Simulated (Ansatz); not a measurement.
Coupled-cluster diagnostics for the cluster Li2F (the lowest doublet isomer of a short search), Ansatz.

Geometry of the doublet (B3LYP-D4/def2-TZVP):

```xyz
3

Li    0.0019    1.1927   -0.7643
Li   -0.6009   -1.0285    0.7667
F     0.5990   -0.1642   -0.0024
```

Correlated methods freeze 1 core orbital; core or outer-core shells of Li are correlated, in sets that lack core-valence functions. In the quartet geometry the species has come apart into loosely held pieces. At PBE0-D4/def2-TZVPD a triplet of charge -1 lies 0.15 eV below the restricted singlet at the same geometry. The structure comes from a short search, and lower isomers may exist.

Geometry of the charge 0 quartet (B3LYP-D4/def2-TZVP):

Cartesian coordinates in Å:
```
Li 0.1693 -1.2257 1.6569
Li 1.2829 1.6034 -0.2444
F -1.4522 -0.3776 -1.4125
```

(1) Estimate the CCSD(T) correlation energy, the shares of MP2 and (T), T1 and the reference's ⟨S²⟩ for: charge 0, doublet, own geometry in def2-TZVPP; charge 0, doublet, own geometry in def2-TZVPD; charge 0, quartet, own geometry in def2-TZVPP; charge 1, singlet, vertical in def2-TZVPP; charge -1, singlet, vertical in def2-TZVPD; and the rough time on 4 threads of Arm Neoverse V2 on a shared host.

Answers

(1) 
```csv
state,basis,correlation (eV),MP2 share (%),(T) share (%),T1,⟨S²⟩ (pure),wall time,remarks
"charge 0, doublet, own geometry",def2-TZVPP,-9.593,95.6,2.1,0.012,0.75 (0.75),0.65 s,–
"charge 0, doublet, own geometry",def2-TZVPD,-9.677,95.5,2.2,0.014,0.75 (0.75),0.8 s,–
"charge 0, quartet, own geometry",def2-TZVPP,-7.852,90.8,1.3,0.008,3.75 (3.75),0.7 s,–
"charge 1, singlet, vertical",def2-TZVPP,-9.479,95.9,2.0,0.010,0.00 (0.00),0.3 s,–
"charge -1, singlet, vertical",def2-TZVPD,-10.712,91.9,2.6,0.032,0.00 (0.00),0.7 s,"HOMO above zero, large T1, restricted SCF unstable"
```
Customary marks for T1 are 0.02 (closed shells), 0.045 (open shells) and about 0.05 (3d metals). T1 exceeds 0.02 in 1 of 5 rows and 0.045 in 0; the higher it lies, the less the single-reference result can be trusted.
